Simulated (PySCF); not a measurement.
C₂H₆O, SMILES COC (connectivity only; charge and spin as stated), charge +1, multiplicity 2.

Coordinates come from a ωB97X-D3(BJ)/def2-TZVP optimisation. The spin state was assumed, not searched.

The numbers are results of TDA-M06-2X/def2-SVPD run with PySCF, not measurements.

Vertical excitations. 

Computed UV-visible absorptions:
```tsv
state	energy (eV)	λ (nm)	f	main pairs
root 1	1.63	760	0.001	β HOMO→LUMO 90 %
root 2	3.99	311	0.000	β HOMO−2→LUMO 95 %
root 3	4.70	264	0.214	β HOMO−1→LUMO 98 %
root 4	6.22	199	0.000	β HOMO−4→LUMO 92 %
root 5	6.39	194	0.009	β HOMO−3→LUMO 95 %
root 6	6.68	186	0.006	β HOMO−5→LUMO 89 %
root 7	9.75	127	0.004	α HOMO→LUMO 62 %, α HOMO→LUMO+1 27 %
root 8	10.39	119	0.000	α HOMO−1→LUMO 15 %, α HOMO−1→LUMO+1 9 %, β HOMO→LUMO+1 43 %, β HOMO→LUMO+2 23 %
root 9	11.07	112	0.004	α HOMO−1→LUMO 49 %, α HOMO−1→LUMO+1 16 %, β HOMO→LUMO+1 24 %
root 10	11.07	112	0.085	α HOMO→LUMO 18 %, α HOMO→LUMO+1 10 %, β HOMO−6→LUMO 66 %
```
Unrestricted roots are not spin-pure.
